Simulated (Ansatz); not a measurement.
Ansatz (a quantum-chemistry and plane-wave program) input (HF/6-31G*):

Ansatz 0.2 input:
```yaml
crystal:
  periodic: [false, false, false]
  atoms:
    - {symbol: P, position_ang: [0.00055401, 0.07548529, 0.08800152]}
    - {symbol: H, position_ang: [1.03269691, -0.58153245, -0.65333534]}
    - {symbol: H, position_ang: [-1.04100703, -0.55074686, -0.66668752]}
basis:
  gaussian:
    orbitals: 6-31G*
hamiltonian:
  xc: {name: HF}
total_charge: -1
phonons: {temperatures: {t_min: 298.15, t_max: 298.15, t_step: 100}}
```

Which harmonic wavenumbers does it give?

1215, 2371, 2388 cm⁻¹ (unscaled; negative means imaginary).
